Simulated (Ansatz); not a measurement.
**C₂H₇, doublet: from triple and quadruple zeta to the limit**

| atom | x (Å) | y (Å) | z (Å) |
| --- | --- | --- | --- |
| C | -1.2139 | 0.0000 | 0.0000 |
| H | -1.5771 | 1.0273 | 0.0000 |
| H | -1.5771 | -0.5137 | 0.8897 |
| H | -1.5771 | -0.5137 | -0.8897 |
| H | -0.0319 | 0.0000 | 0.0000 |
| C | 1.2891 | 0.0000 | 0.0000 |
| H | 1.2891 | -1.0800 | 0.0000 |
| H | 1.2891 | 0.5400 | 0.9353 |
| H | 1.2891 | 0.5400 | -0.9353 |

Ansatz 0.2.0, UHF determinant, valence electrons correlated. Energies in eV.

| set | X | functions | Hartree–Fock | MP2 correlation | CCSD(T) correlation | time |
| --- | --- | --- | --- | --- | --- | --- |
| def2-TZVPP | 3 | 160 | -2169.4799 | -10.2780 | -11.6971 | 5.5 s on 1 × NVIDIA H100 80GB HBM3 with 1 thread of AMD EPYC 7R13 Processor (Zen 3), on a shared host |
| def2-QZVPP | 4 | 324 | -2169.6007 | -10.9017 | -12.2288 | 27 s on 1 × NVIDIA H100 80GB HBM3 with 1 thread of AMD EPYC 7R13 Processor (Zen 3) (shared host) |

Hartree–Fock is taken to follow E(X) = E∞ + A·exp(−7.88·√X), correlation E(X) = E∞ + B·X^−2.97.

Q: Work out the CCSD(T) energy at the limit, and how far the shortcut misses it that extrapolates MP2 and adds CCSD(T) minus MP2 from the smaller set.

A: Hartree–Fock: E∞ = E4 + 0.1377·(E4 − E3) = -2169.6174. Correlation: E∞ = E4 + 0.7407·(E4 − E3) = -12.6227 for CCSD(T) and -11.3636 for MP2. The limit is -2182.2400 eV, 0.410 eV below def2-QZVPP. The shortcut gives a correlation energy of -11.3636 + (-1.4191) = -12.7827, 160 meV lower than the direct value.
